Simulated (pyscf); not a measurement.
Structures and frequencies: ωB97X-D3(BJ)/def2-SVP in PySCF.

Estimate by transition-state theory the rate constant of H₃Si–Se–SiH₃ (SMILES [SiH3][Se][SiH3]) + H• (SMILES [H]) -> SiH₄ (SMILES [SiH4]) + H₃Si–Se• (SMILES [SiH3][Se]) (doublet surface; Se–Si broken, H–Si formed) at 1200 K, with ωB97M-D3(BJ)/def2-TZVP energies (ideal gas, 1 atm, RRHO with modes under 100 cm⁻¹ raised to 100, one conformer, R ln 2 for chiral ones without a mode under 150 cm⁻¹; no tunnelling).

The electronic barrier is 6.1 kcal/mol and the thermal terms add +27.6, so ΔG‡ = 33.8 kcal/mol. With k_BT/h = 2.50e+13 s⁻¹ and RT = 2.385 kcal/mol, and a volume of 1.64e-19 cm³ per molecule at 1 atm, k = 2.9e-12 cm³ molecule⁻¹ s⁻¹. Wigner's tunnelling factor for 565i cm⁻¹ would be 1.02. A shift of 1 kcal/mol in the barrier changes k by a factor 1.5. One saddle was located; it need not be the lowest between these sides. The angle at the attacked Si is 160°. Elements up to Kr have no core potential and no relativistic terms here.
